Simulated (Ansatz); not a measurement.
# C2H6S2, SMILES SCCS: a ranking of conformers

Computed with the Python package of Ansatz (0.2.0).

`conformers_c2h6s2.py`
```python
import logging
import sys

import ansatz as az
from rdkit import Chem
from rdkit.Chem import AllChem

logging.basicConfig(stream=sys.stdout, format="[%(levelname)s] %(message)s")
log = logging.getLogger("c2h6s2")
log.setLevel(logging.INFO)

BASIS = "6-31G*"
LEVEL = "mp2"


def main() -> None:
    rd = Chem.AddHs(Chem.MolFromSmiles("SCCS"))
    ids = list(AllChem.EmbedMultipleConfs(rd, numConfs=20, randomSeed=43, pruneRmsThresh=0.4))
    field = [energy for _, energy in AllChem.MMFFOptimizeMoleculeConfs(rd)]
    distinct = {round(e, 2): i for i, e in zip(ids, field)}
    chosen = sorted(distinct.items())[:3]
    found = []
    for force_field, index in chosen:
        system = az.Crystal.molecule()
        for atom, xyz in zip(rd.GetAtoms(), rd.GetConformer(index).GetPositions()):
            system = system.atom(atom.GetSymbol(), xyz.round(5).tolist())
        setup = system.calculation()
        setup = setup.basis(gaussian=BASIS).correlation(LEVEL, electrons="valence")
        setup = setup.accuracy("high")
        found.append(setup.run(threads=1, backend="cpu").report["free_energy_ev"])
    log.info("conformer   MMFF (kcal/mol)   this level (kcal/mol)")
    for (force_field, index), e in zip(chosen, found):
        log.info(f"{index:9d} {force_field - chosen[0][0]:17.2f} {23.060548 * (e - min(found)):17.3f}")


if __name__ == "__main__":
    main()
```

```console
$ python conformers_c2h6s2.py
[INFO] conformer   MMFF (kcal/mol)   this level (kcal/mol)
[INFO]         2              0.00             0.000
[INFO]         1              1.40             1.913
[INFO]         0              2.13             3.044
```

Reading the output:
- These settings explore the input space; basis and method may be short of convergence.
- The conformers keep their force-field geometries.
- Hardware and time: 16 s on 1 thread of Arm Neoverse N1, with other jobs on the host, peak memory 0.35 GiB.
